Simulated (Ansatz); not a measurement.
Mulliken charges of C$_{2}$H$_{4}$Cl$_{2}$ (`ClCCCl`) from ωB97M-V/def2-TZVPP in Ansatz (PBE0-D4/def2-TZVP geometry).

```tsv
atom	x (Å)	y (Å)	z (Å)	charge (e)
Cl1	-2.032	0.140	-0.476	-0.112
C2	-0.451	0.555	0.219	-0.155
C3	0.639	-0.379	-0.229	-0.155
Cl4	0.444	-2.018	0.426	-0.112
H5	-0.215	1.569	-0.108	0.131
H6	-0.559	0.544	1.303	0.135
H7	1.601	-0.006	0.125	0.131
H8	0.665	-0.462	-1.315	0.135
```

**Question.** By hand: the dipole of these point charges (1 e Å = 4.8032 D).

**Answer.** Σ q r = (0.345, 0.399, 0.008) e Å, of length 0.528 e Å = 2.54 D.

**Question.** How does the dipole of the full density compare? (Estimate.)

**Answer.** The calculation gave: (0.359, 0.415, 0.008) e Å, 2.64 D; the point charges give 0.96 times that, at 0° from its direction.

Point charges leave out the atoms' own dipoles, such as those of lone pairs, and Mulliken's split depends on the basis, so the close match here is no proof of good charges.
